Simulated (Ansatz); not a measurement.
# C2H2FNO: basis-set convergence

One table from this session's results is given with a row withheld; the runs are named, their logs left out.

Computed with Ansatz 0.2.0, Gaussian basis. Level: one geometry, several basis sets.

Levels to be run: PBE0-D4/def2-SVP; ωB97M-V/def2-SVP; PBE0-D4/def2-QZVPP; ωB97M-V/def2-QZVPP; the functionals' def2-TZVPP values are taken from earlier runs.

### The geometry

An earlier PBE0-D4 in a triple-zeta def2 set relaxation fixed the geometry.

SMILES `O=C=NCF`, 7 atoms, charge 0, spin multiplicity 1.

Atoms are counted from 1 here; the program's logs count them from 0.

Bond lengths: O1–C2 1.162 Å, C2–N3 1.203 Å, N3–C4 1.414 Å, C4–F5 1.373 Å, C4–H6 1.093 Å, C4–H7 1.093 Å. Angles: O1–C2–N3 174.2°, C2–N3–C4 134.4°, N3–C4–F5 111.8°, N3–C4–H6 109.5°, N3–C4–H7 109.5°, F5–C4–H6 108.0°, F5–C4–H7 108.0°, H6–C4–H7 110.2°.

The first run:

The input, in.yaml:

```yaml
crystal:
  periodic: [false, false, false]
  atoms:
    - {symbol: O, position_ang: [-0.981272, -2.443531, -0.318015]}
    - {symbol: C, position_ang: [-0.395415, -1.488009, -0.012771]}
    - {symbol: N, position_ang: [0.274020, -0.569191, 0.379674]}
    - {symbol: C, position_ang: [0.327360, 0.812792, 0.083475]}
    - {symbol: F, position_ang: [-0.604067, 1.168086, -0.860608]}
    - {symbol: H, position_ang: [1.316485, 1.064007, -0.307883]}
    - {symbol: H, position_ang: [0.124088, 1.387844, 0.990428]}
basis:
  gaussian: {orbitals: def2-SVP}
hamiltonian: {xc: pbe0, dispersion: d4}
output: {orbitals: {seedname: orbitals}}
```

Run with:

```
ansatz run in.yaml --threads 2 --pin off --events-out ev --progress --plain --max-ram 4352MiB
```

Among the steps run: PBE0-D4 in def2-SVP; ωB97M-V in def2-SVP; PBE0-D4 in def2-QZVPP; ωB97M-V in def2-QZVPP.

One table of the session follows, with a row left open; its other results are not shown here.

It belongs to the step «Functionals by basis». 

| functional | basis | HOMO (eV) | LUMO (eV) |
| --- | --- | --- | --- |
| PBE0-D4 | def2-SVP | -8.33 | 0.37 |
| PBE0-D4 | def2-TZVPP | -8.46 | 0.10 |
| PBE0-D4 | def2-QZVPP | -8.49 | -0.02 |
| ωB97M-V | def2-SVP | -10.55 | 2.75 |
| ωB97M-V | def2-TZVPP | ? | ? |
| ωB97M-V | def2-QZVPP | -10.75 | 1.74 |

Q: Estimate the row for ωB97M-V, def2-TZVPP from the others.

The run gave: HOMO (eV): -10.71; LUMO (eV): 2.28. In the column «HOMO (eV)» it lies between ωB97M-V, def2-QZVPP (-10.75) and ωB97M-V, def2-SVP (-10.55).
